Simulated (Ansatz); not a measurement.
# How the Voigt–Reuss–Hill shear modulus of bcc Na moves with the method

No measured value is used here.

```
level (code)     value (GPa)  cell (Å³/atom)
---------------  -----------  --------------
LDA (Ansatz)               …           33.32
PBE (Ansatz)             2.9           36.98
r²SCAN (Ansatz)          3.1           37.63
```

Task: What belongs in the gaps?

Result: 
- LDA (Ansatz, an electronic-structure program), value (GPa): 3.3

Each level is taken at its own relaxed cell. Cutoffs differ between the levels. Ansatz's density-functional and Hartree–Fock values are scalar-relativistic unless marked +SOC, with PAW data made under PBE.
